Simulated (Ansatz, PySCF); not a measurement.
Bond stretch in SH, doublet.

- ROMP2 = MP2 on ROHF/aug-cc-pVDZ, frozen core (Ansatz, a program for electronic structure)
- UCCSD = Ansatz with CCSD on UHF/aug-cc-pVDZ, frozen core
- UHF/LANL2DZ = unrestricted Hartree-Fock/LANL2DZ, with its core potentials past Ne (PySCF 2.14.0)

Total energies in hartree (comparable only within one method and basis):

```
R / Å       ROMP2       UCCSD  UHF/LANL2DZ
-----  ----------  ----------  -----------
1.03   -398.11791  -398.13830    -10.34675
1.07   -398.14565  -398.16613    -10.37435
1.16   -398.18672  -398.20744    -10.41544
1.22   -398.20187  -398.22279    -10.43083
1.24   -398.20527  -398.22626    -10.43435
1.33   -398.21280  -398.23419    -10.44255
1.35   -398.21307  -398.23457    -10.44301
1.39   -398.21245  -398.23417    -10.44278
1.42   -398.21110  -398.23300    -10.44175
1.48   -398.20659  -398.22891    -10.43796
1.56   -398.19783  -398.22083    -10.43031
1.67   -398.18270  -398.20686    -10.41724
1.80   -398.16278  -398.18863    -10.40264
2.01   -398.13066  -398.15991    -10.38791
2.24   -398.09951  -398.13536    -10.38007
2.42            —  -398.12305    -10.37689
2.66            —  -398.11453    -10.37463
2.99            —  -398.11027    -10.37326
3.30            —  -398.10895    -10.37274
3.64            —  -398.10839    -10.37250
4.08            —  -398.10812    -10.37237
4.76            —  -398.10798    -10.37229
5.31            —  -398.10794    -10.37228
```

A dash means that the run gave no value there, or that the column was ended at a point which the program doubted or which failed a test of continuity chosen for this set; such a test can also cut sound points.

The T1 diagnostic of CCSD on the restricted reference of ROMP2 exceeds 0.045 at 2.42 Å. The unrestricted determinant behind UCCSD, UHF/LANL2DZ is spin-contaminated at 1.80 to 5.31 Å (<S²> up to 1.8, against 0.75 for a pure doublet).
